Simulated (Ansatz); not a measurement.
## What a trial cell of Pd relaxes into

All numbers below come from DFT PBEsol, scalar-relativistic, plane waves, PAW (Ansatz). Cutoff 420 eV, Γ-centred k mesh, Gaussian smearing, no spin polarisation in the final step.

Pd was placed on the black phosphorus structure type (Cmce, No. 64), at a guessed volume.

```xyz
4
Lattice="1.5528 -4.9257 0.0000 1.5528 4.9257 0.0000 0.0000 0.0000 4.1095" Properties=species:S:1:pos:R:3 pbc="T T T"
Pd    1.5528    3.9603    3.7396
Pd    1.5528   -0.9654    2.4246
Pd    1.5528   -3.9603    0.3699
Pd    1.5528    0.9654    1.6849
```

Cell and atoms relax at zero pressure; the relaxation can't lower the symmetry of the start. After a coarse first stage the cell is made exact in the group found at 0.06 Å.

Energies count from the standard state of Pd at the same level.

(1) Which crystal results?

(2) What are its volume, energy, density and gap?

Answers

(1) It ends in Fmmm (No. 69). Conventional cell: a = 2.710 Å, b = 4.619 Å, c = 9.731 Å. Pd has 9 Pd at 2.56–2.71 Å.

```xyz
2
Lattice="0.0000 2.3096 4.8654 1.3550 0.0000 4.8654 1.3550 2.3096 0.0000" Properties=species:S:1:pos:R:3 pbc="T T T"
Pd    1.3550    2.3096    8.4530
Pd    1.3550    2.3096    1.2777
```

(2) The volume per atom is 15.23 Å³ and the density is 11.61 g/cm³. The energy over the standard structure is 0.18 eV/atom. The gap on the 24×24×24 mesh is 0 eV (a metal).

The final run used a 24×24×24 mesh on its 2-atom cell and 0.10 eV smearing. For metals, differences of a few meV/atom aren't resolved. A structure relaxed within its symmetry needn't be a true minimum.